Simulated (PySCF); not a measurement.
**CHFS2: carbon disulfide and hydrogen fluoride**

The system is a cluster of carbon disulfide and hydrogen fluoride, neutral, singlet.

```
part               name  SMILES  atoms  charge  multiplicity
   1   carbon disulfide   S=C=S    1–3       0             1
   2  hydrogen fluoride       F    4–5       0             1
```

```xyz
5

S    -1.694   -0.685    0.269
C    -0.237   -0.216    0.079
S     1.236    0.248   -0.109
F     0.316    3.202   -1.334
H     0.555    2.374   -0.991
```
Atoms count from 1 in this order.

In these coordinates S3···H5 is 2.401 Å. Part 2 is then moved rigidly along that line, all else held; at short range other atoms may come into contact.

The starting structure comes from a short search with a few starts; no frequency run checks that it is a minimum, and another way of binding may lie lower.

Method: CCSD(T)/aug-cc-pVDZ and MP2/aug-cc-pVTZ, aug-cc-pVQZ counterpoise interaction energy, frozen core, gas phase (PySCF 2.14.0). The geometry comes from PBE0-D3(BJ)/def2-TZVPD.

Counterpoise energies in kcal/mol, cluster less the parts frozen as they stand in it; small is aug-cc-pVDZ, large aug-cc-pVQZ. Estimated limit: HF in aug-cc-pVQZ, MP2 correlation extrapolated as X⁻³ from aug-cc-pVTZ and aug-cc-pVQZ, and CCSD(T) less MP2 in aug-cc-pVDZ; it isn't the exact limit.

Task: How do the values run over the points 2.161, 2.281, 2.401, 2.521, 2.641, 3.001, 3.601, 4.802?

Result: 
| S3···H5 (Å) | HF large | MP2 large | SCS-MP2 large | CCSD(T) small | CCSD(T) limit est. |
| --- | --- | --- | --- | --- | --- |
| 2.161 | 1.53 | -1.22 | -0.51 | 0.11 | -1.16 |
| 2.281 | 0.41 | -1.78 | -1.21 | -0.73 | -1.75 |
| 2.401 | -0.24 | -1.99 | -1.53 | -1.17 | -1.98 |
| 2.521 | -0.59 | -2.00 | -1.62 | -1.37 | -1.99 |
| 2.641 | -0.76 | -1.89 | -1.58 | -1.41 | -1.89 |
| 3.001 | -0.76 | -1.35 | -1.18 | -1.16 | -1.36 |
| 3.601 | -0.44 | -0.66 | -0.59 | -0.61 | -0.66 |
| 4.802 | -0.14 | -0.18 | -0.17 | -0.16 | -0.18 |

The 8 runs took 29 min in all, one thread each of Arm Neoverse N1 on a shared host, launched as `OMP_NUM_THREADS=1 python cluster_run.py task.json out`.
